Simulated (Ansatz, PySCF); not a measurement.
Molecule: dimethylsulfoxide, C2H6OS, net charge 0, singlet state. SMILES: CS(C)=O
Structure (B3LYP-D3(BJ)/def2-TZVP (Ansatz, a first-principles code) minimum search):
```
S
O 1 1.4886
C 1 1.8169 2 106.63
H 3 1.0885 1 106.64 2 -67.13
H 3 1.0900 4 109.97 1 -118.01
H 3 1.0903 4 109.95 5 -122.84
C 1 1.8169 2 106.63 3 102.02
H 7 1.0885 1 106.64 2 67.13
H 7 1.0900 8 109.97 1 118.01
H 7 1.0903 8 109.95 9 122.84
```

B3LYP/6-31G* beside other levels, property by property. Terms: frozen cores in correlated levels; non-relativistic; LANL2DZ with its own core potentials from Na on; UHF or UKS for open shells; atomisation electronic, to ground-state atoms; 6-311+G** with 5d, 6d on Na to Ar in Ansatz; no dispersion term unless named; 6-31G* and kin with 6d, 5d where marked; no spin-orbit coupling. CBS marks a two-point X^-3 extrapolation of the correlation energy; Hartree-Fock from the larger set. The bracket is a focal-point correction in the basis named. First-principles rows: single points at B3LYP-D3(BJ) geometries (Ansatz), with unscaled harmonic terms from B3LYP/6-31G* at its own minima, enthalpies of formation by atomisation with measured atoms.

Measured values: G2/97 table in ASE (Curtiss et al.); NIST CCCBDB, as tabulated in the package chemicals; they hold spin-orbit and core effects, anharmonicity. Coupled cluster (Ansatz) is a level with limits of its own, used here on species with T1 under 0.025 (0.045 for open shells) and stable references: RI-MP2/CBS(cc-pV(T+d)Z,cc-pV(Q+d)Z)+[CCSD(T)-MP2]/cc-pV(T+d)Z.

| property | B3LYP/6-31G* (Ansatz) | BP86/def2-SVP (PySCF) | B3LYP/LANL2DZ (Ansatz) | B3LYP/6-311+G** (Ansatz) | to compare with |
|---|---|---|---|---|---|
| size of the dipole moment (D) | 3.83 | 3.59 | 4.87 | 4.31 | 3.96 measured |
| enthalpy of formation at 298 K (kcal/mol) | -12.2 | -46.0 | 75.2 | -6.0 | -36.2 measured |
| atomisation energy (kcal/mol) | 832.2 | 866.0 | 744.8 | 826.0 | 855.9 coupled cluster |

As the rows show:
- size of the dipole moment: B3LYP/6-31G* lies 0.13 D below the measured value.
- enthalpy of formation at 298 K: B3LYP/6-31G* lies 24.0 kcal/mol above the measured value.
- atomisation energy: B3LYP/6-31G* lies 23.7 kcal/mol below coupled cluster.

The properties are those with a value to compare with, at most eight drawn at random. No case is left out for the size of its miss. Left out are saddle points of the reference geometry, anions that the best level run finds unbound, excited spin states, species near biochemistry, cases with under five habitual levels, runs that failed or whose electronic state is in doubt, and table entries that another table contradicts.
